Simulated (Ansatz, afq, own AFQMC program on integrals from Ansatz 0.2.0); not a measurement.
AFQMC on a folder of integrals that Ansatz 0.2.0 wrote.

```yaml
crystal:
  periodic: [false, false, false]
  atoms:
    - {symbol: Si, position_ang: [0.000000, 0.086925, 0.608003]}
    - {symbol: C, position_ang: [0.000000, -0.250018, -1.254288]}
    - {symbol: H, position_ang: [0.000000, 0.557142, -1.995354]}
basis:
  gaussian: {orbitals: cc-pVDZ}
magnetization: {spin_polarized: true, initial_magnetization: 3}
correlation: {method: ccsd_t, electrons: outside_noble_gas, hamiltonian_folder: ham}
```

```sh
$ ansatz run in.yaml --threads 1 --pin off --events-out ev --progress --plain --max-ram 1382MiB
```

afq runs on the folder ham with

```
--method phaseless --trial hf --walkers 120 --populations 1 --least-time 40 --time-step 0.005 --steps-per-block 20 --equilibration-blocks 112 --max-blocks 600 --target-error 0.00108 --factor-cut 1e-05 --start spin_pure --seed 6028 --taylor-order 6
```

Times are imaginary, in 1/Eh. The walk had a cap of 671 s.

afq prints:

```
orbitals 31  electrons 6 3  factors 228 of 362
reference energy -327.21936101 Eh
CCSD correlation -0.17807540 Eh in 15 cycles, weight of the determinant in the CISD state 0.8744
energy of the start -327.219836 Eh
 block  time / (1/Eh)  mean weight  energy / Eh
     1     0.100  1.0009  -327.253076
     2     0.200  1.0010  -327.275337
     3     0.300  1.0015  -327.297652
     4     0.400  1.0006  -327.305567
     5     0.500  0.9996  -327.318094
     8     0.800  1.0007  -327.349286
    18     1.800  1.0011  -327.390812
    69     6.900  0.9998  -327.405344
   120    12.000  1.0001  -327.372506
   171    17.100  0.9999  -327.420843
   222    22.200  1.0010  -327.395465
   273    27.300  0.9979  -327.387436
   324    32.400  0.9990  -327.413273
   375    37.500  1.0001  -327.408221
   426    42.600  1.0007  -327.422940
   477    47.700  0.9983  -327.405308
   528    52.800  1.0004  -327.426382
   579    57.900  1.0018  -327.408358
   613    61.300  0.9979  -327.459380
   630    63.000  1.0010  -327.383336
   681    68.100  0.9984  -327.382568
   698    69.800  1.0023  -327.397259
blocks merged  error / Eh  count
     1  0.000618  600
     2  0.000838  300
     4  0.001117  150
     8  0.001480  75
    16  0.001782  37
    32  0.002154  18
    64  0.002429  9
energy -327.403009 +/- 0.002154 Eh
(rows thinned)
```

The run passed its tests (sampling time, drift between the halves within three errors, error under three times the target), which doesn't prove that it has relaxed.

Against this walk (error 58.6 meV) on the same determinant: CCSD(T) 8.8 meV higher (within the noise), CCSDT(Q) 40.1 meV lower (within the noise), a separate phaseless walk with a CISD trial and standard settings 2.3 ± 59.3 meV higher (within the noise). The error is statistical and leaves out the bias of the constraint.

Cautions: constraint bias not in the error; error above the target (58.6 against 29.4 meV); lower spins were not checked.

The walk took 2.9 min on 1 thread of Arm Neoverse V2, with other jobs on the host. The log's last line is the phaseless energy.

CCSDT and higher add their correlation energy to the determinant of the CCSD(T) run, since their own runs factorise the integrals more tightly (a shift of under 2 meV). A walk keeps the symmetry of its determinant, which the program's search chose and which needn't be the lowest solution, so a lower state of the same spin and another symmetry isn't excluded.
